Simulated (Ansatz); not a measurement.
**NS (SMILES [N]=S): levels of theory compared**

We compute a comparison of 6 runs (U-r2SCAN/STO-3G, U-wB97M-V/STO-3G, U-wB97X/STO-3G, UB2PLYP/STO-3G, UMP2/STO-3G, UCCSD/STO-3G) of NS. 

Program for the calculation: Ansatz 0.2.0.

41 further runs of the same task are left out: 4 that didn't finish, 37 set aside as unsound or not needed.

**1. The structure to begin with**

The species is NS (2 atoms), meant as a doublet with charge 0. SMILES: `[N]=S`. The S2–N1 distance was set to 2.926 Å, away from the relaxed value.

**2. The energy at U-r2SCAN/STO-3G (run 1)**

input.yaml

```yaml
crystal:
  periodic: [false, false, false]
  atoms:
    - {symbol: N, position_ang: [0.000000, 0.000000, -1.463220]}
    - {symbol: S, position_ang: [0.000000, 0.000000, 1.463180]}
basis:
  gaussian: {orbitals: STO-3G}
total_charge: 0
magnetization: {spin_polarized: true, initial_magnetization: 1}
hamiltonian: {xc: r2scan}
accuracy: high
```

Started as:

```bash
$ ansatz run input.yaml --threads 1 --pin off --max-ram 2610MiB --events-out events.jsonl --progress --plain --runs-dir runs
```

Output:

```text
Warning: RAYON_NUM_THREADS=1 ignored (pool sized by the plan → 1); use --threads N
Functional definition: r2SCAN
  name "r2SCAN"
  parameter k0 = 0.174
  parameter k1 = 0.065
  parameter a1 = 4.9479
  exchange = r2scan_x(k0 = k0, k1 = k1, a1 = a1)
  correlation = r2scan_c
208 factors; integrals over basis functions are off by at most 2.0e-8 eV
mean field evaluation 1: about -12119.8581 eV, gradient 7.0e1 eV
mean field evaluation 2: about -12127.8833 eV, gradient 6.7e0 eV
mean field evaluation 4: about -12075.7964 eV, gradient 1.7e1 eV
mean field evaluation 8: about -12137.7603 eV, gradient 3.1e1 eV
mean field evaluation 16: about -12178.0187 eV, gradient 1.6e-1 eV
mean field evaluation 32: about -12178.1571 eV, gradient 5.0e-3 eV
mean field evaluation 64: about -12178.0336 eV, gradient 1.0e-1 eV
mean field -12178.15708716 eV, -447.5390183019 hartree, gradient 6.2e-9 eV, S^2 2.654273; 7 other end points of the search recorded, 0 dependent functions left out
reference -12178.15708750 eV, -447.5390183143 hartree; 12, 11 occupied and 2, 3 virtual orbitals, 208 factors
Total energy: -12178.15708750 eV, -447.5390183143 hartree
```

It took 9.9 s on 1 thread of Intel Xeon Platinum 8375C at 2.90GHz (Ice Lake), shared host; peak memory 0.17 GiB.

**3. A single-point energy at U-wB97M-V/STO-3G (run 2)**

molecule.yaml

```yaml
crystal:
  periodic: [false, false, false]
  atoms:
    - {symbol: "N", position_ang: [0.000000, 0.000000, -1.463220]}
    - {symbol: S, position_ang: [0.000000, 0.000000, 1.463180]}
basis:
  gaussian:
    orbitals: STO-3G
magnetization:
  spin_polarized: true
  initial_magnetization: 1
hamiltonian:
  xc: {name: wB97M-V}
accuracy: high
```

Started as:

```bash
$ ansatz run molecule.yaml --threads 1 --pin off --max-ram 2610MiB --events-out events.jsonl --progress --plain --runs-dir runs
```

Output, shortened:

```text
Warning: RAYON_NUM_THREADS=1 ignored (pool sized by the plan → 1); use --threads N
Functional definition: wB97M-V
  name "wB97M-V"
[...]
  gx(w, u) = 1 - cx + cx01*u + cx10*w
  gss(w, u) = css00 + css04*u^4 + css10*w + css20*w^2 + css43*w^4*u^3
  gos(w, u) = cos00 + cos10*w + (cos20 + cos21*u)*w^2 + (cos60 + cos61*u)*w^6
[...]
      + integral(e_c_pw_mod_opposite_spin*gos(b97_w_opposite, b97_u_opposite)) + vv10(b, c)
208 factors; integrals over basis functions are off by at most 2.0e-8 eV
96 factors; integrals over basis functions are off by at most 1.2e-9 eV
[...]
mean field -12179.99397507 eV, -447.6065226872 hartree, gradient 4.6e-9 eV, S^2 2.691894; 2 other end points of the search recorded, 0 dependent functions left out
reference -12179.99397645 eV, -447.6065227380 hartree; 12, 11 occupied and 2, 3 virtual orbitals, 208 factors
Total energy: -12179.99397645 eV, -447.6065227380 hartree
```

Run time: 11 s. Hardware: 1 thread of Intel Xeon Platinum 8375C at 2.90GHz (Ice Lake), shared host; peak memory 0.33 GiB.

Run 3 isn't shown in full; the table further down has it.

**4. A single-point energy at UB2PLYP/STO-3G (run 4)**

job.yaml

```yaml
crystal:
  periodic: [false, false, false]
  atoms:
    - {symbol: N, position_ang: [0.000000, 0.000000, -1.463220]}
    - {symbol: S, position_ang: [0.000000, 0.000000, 1.463180]}
basis:
  gaussian: {orbitals: STO-3G}
accuracy: high
magnetization: {spin_polarized: true, initial_magnetization: 1}
hamiltonian: {xc: {name: B2PLYP}}
correlation: {frozen_orbitals: {"N": 1, S: 5}}
```

Started as:

```bash
$ ansatz run job.yaml --threads 1 --pin off --max-ram 2610MiB --events-out events.jsonl --progress --plain --runs-dir runs
```

Output, shortened:

```text
Warning: RAYON_NUM_THREADS=1 ignored (pool sized by the plan → 1); use --threads N
Functional definition: B2PLYP
  name "B2PLYP"
[...]
208 factors; integrals over basis functions are off by at most 2.0e-8 eV
[...]
mean field -12173.51104880 eV, -447.3682795412 hartree, gradient 9.7e-9 eV, S^2 2.709775; 6 other end points of the search recorded, 0 dependent functions left out
6 core orbitals not correlated: weight in the atoms' cores, before any rotation towards them, 1.000 or more for the frozen orbitals, at most 0.000 for the correlated occupied ones
reference -12173.51106286 eV, -447.3682800581 hartree; 6, 5 occupied and 2, 3 virtual orbitals, 208 factors
second order -0.01288466 eV of doubles, -0.00000000 eV of singles
Total energy: -12173.51454172 eV, -447.3684079038 hartree
```

Run time: 3 s. Hardware: 1 thread of Intel Xeon Platinum 8375C at 2.90GHz (Ice Lake), shared host; peak memory 0.12 GiB.

Run 5 isn't shown in full; the table further down has it.

**5. The energy at UCCSD/STO-3G (run 6)**

job.yaml

```yaml
basis:
  gaussian: {orbitals: STO-3G}
crystal:
  periodic: [false, false, false]
  atoms:
    - {symbol: "N", position_ang: [0.000000, 0.000000, -1.463220]}
    - {symbol: S, position_ang: [0.000000, 0.000000, 1.463180]}
magnetization: {spin_polarized: true, initial_magnetization: 1}
correlation: {method: ccsd, frozen_orbitals: {"N": 1, S: 5}}
accuracy: high
scf: {omitted_lower_state_checks: [cluster_reference, increment]}
```

Started as:

```bash
$ ansatz run job.yaml --threads 1 --pin off --max-ram 2610MiB --events-out events.jsonl --progress --plain --runs-dir runs
```

Output:

```text
Warning: RAYON_NUM_THREADS=1 ignored (pool sized by the plan → 1); use --threads N
[... 16 lines left out ...]
6 core orbitals not correlated: weight in the atoms' cores, before any rotation towards them, 1.000 or more for the frozen orbitals, at most 0.000 for the correlated occupied ones
[... 118 lines left out ...]
Total energy: -12159.44839013 eV, -446.8514863673 hartree
Checks for a lower state left out: cluster_reference, increment
```

It took 0.63 s on 1 thread of Intel Xeon Platinum 8375C at 2.90GHz (Ice Lake), shared host.

**6. All runs side by side**

| run | level | frozen core orbitals | energy (Eh) | ⟨S²⟩ | wall time |
| --- | --- | --- | --- | --- | --- |
| 1 | U-r2SCAN/STO-3G | – | -447.539018 | 2.654 | 9.9 s |
| 2 | U-wB97M-V/STO-3G | – | -447.606523 | 2.692 | 11 s |
| 3 | U-wB97X/STO-3G | – | -447.574767 | 2.700 | 6.3 s |
| 4 | UB2PLYP/STO-3G | 6 | -447.368408 | 2.710 | 3 s |
| 5 | UMP2/STO-3G | 6 | -446.850178 | 2.731 | 0.34 s |
| 6 | UCCSD/STO-3G | 6 | -446.851486 | 2.731 | 0.63 s |

**7. Outcome**

| quantity | value |
| --- | --- |
| run 6: total energy | -446.85149 Eh |
| run 6: correlation energy (6 core orbitals frozen) | -1.5 mEh |
| run 6: ⟨S²⟩ of the reference determinant | 2.731 |
| run 6: T1 diagnostic | 0.012 |

Totals of different functionals can't be ranked against each other. In runs 1, 2, 3, 4, 5, 6 the basis is minimal, so the values are rough. Spin contamination of the reference: run 5 ⟨S²⟩ = 2.73, run 6 ⟨S²⟩ = 2.73, run 4 ⟨S²⟩ = 2.71, run 3 ⟨S²⟩ = 2.70, run 2 ⟨S²⟩ = 2.69, run 1 ⟨S²⟩ = 2.65. Where it is this large, the reference is a mixture of spin states, and values that rest on it are in doubt. All runs together took 31 s, the longest 11 s.
